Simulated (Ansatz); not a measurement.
Species: H$_{2}$N, SMILES `[NH2]` (charge 0, multiplicity 2), formula H2N.

Question: How many basis functions does frozen-core CCSD(T)/cc-pVTZ // PBE0-D4/def2-TZVP in Ansatz (a program for electronic structure) use, how many core orbitals are frozen, and how many electrons are correlated?

Answer: 58 basis functions and 1 frozen orbitals, which leaves 7 correlated electrons. Core time is of the order of seconds.
